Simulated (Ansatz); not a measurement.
**Structure relaxation of MgAs₃**

All numbers below come from DFT PBE, scalar-relativistic, plane waves, PAW in Ansatz 0.2.0. Cutoff 420 eV, Γ-centred k mesh, Gaussian smearing, no spin polarisation in the final step.

The start puts MgAs₃ on the Cu3Au (L1_2) structure type (Pm-3m, No. 221), with Mg in place of Au, As in place of Cu, at a guessed volume.

```yaml
crystal:
  lattice:
    - [4.29474, 0.00000, 0.00000]
    - [0.00000, 4.29474, 0.00000]
    - [0.00000, 0.00000, 4.29474]
  atoms:
    - { symbol: Mg, position: [0.00000, 0.00000, 0.00000] }
    - { symbol: As, position: [0.00000, 0.50000, 0.50000] }
    - { symbol: As, position: [0.50000, 0.00000, 0.50000] }
    - { symbol: As, position: [0.50000, 0.50000, 0.00000] }
```

Cell and atoms relax at zero pressure; the relaxation can't lower the symmetry of the start.

Formation energies are uncorrected and refer to the elements' standard structures at the same level.

Question: Describe the relaxed structure.

Answer: It keeps Pm-3m (No. 221). The result has the Cu3Au (L1_2) structure. Conventional cell: a = 4.273 Å. Mg is coordinated by 12 As at 3.02 Å; around As lie 4 Mg at 3.02 Å and 8 As at 3.02 Å.

```xyz
4
Lattice="4.2729 0.0000 0.0000 0.0000 4.2729 0.0000 0.0000 0.0000 4.2729" Properties=species:S:1:pos:R:3 pbc="T T T"
Mg    0.0000    0.0000    0.0000
As    0.0000    2.1365    2.1365
As    2.1365    0.0000    2.1365
As    2.1365    2.1365    0.0000
```

Question: What are its volume, energy, density and gap?

Answer: The volume per atom is 19.50 Å³. The density is 5.30 g/cm³, the energy over the elements is 0.11 eV/atom and the gap on the 12×12×12 mesh is 0 eV (a metal).

The final run used a 12×12×12 mesh on its 4-atom cell and 0.10 eV smearing. For metals, differences of a few meV/atom aren't resolved. Symmetry constrained the relaxation, so the result can be a saddle point. The steps took of the order of 60 core-seconds in all.

Cost: 2 runs of about 0.93 core-minutes in all, on Arm Neoverse V1 (shared hosts).